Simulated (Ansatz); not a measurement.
System: CH, charge 0, doublet. CH (SMILES [CH], doublet).
B3LYP-D3(BJ)/def2-TZVP minimum from Ansatz (a program for electronic structure):
```
C
H 1 1.1235
```
Charge 0, spin multiplicity 2.

Hartree-Fock and CCSD(T) correlation energies in hartree (Ansatz). UHF or UKS for unpaired electrons; spin-orbit terms are left out. Correlated methods leave the cores frozen. No relativity. The UHF reference of CH ([CH], doublet) is spin-contaminated (<S^2> up to 0.35 over the pure value in the sets run).

```
basis    X      E(HF)  E(corr, CCSD(T))
-------  -  ---------  ----------------
cc-pVTZ  3  -38.28472          -0.12532
cc-pVQZ  4  -38.28711          -0.13133
cc-pV5Z  5  -38.28769          withheld
```

Q: Fit E(corr) = E∞ + A/X³ to X = 3 and 4, predict X = 5, and compare with the run.

A: A = (-0.12532 - (-0.13133))/(1/27 - 1/64) = 0.2807; E∞ = -0.13133 - A/64 = -0.13572; at X = 5, E∞ + A/125 = -0.13347. The run gave -0.13326, 0.21 mEh above the prediction. The same form on X = 4 and 5 gives E∞ = -0.13528, 0.43 mEh above the first estimate.
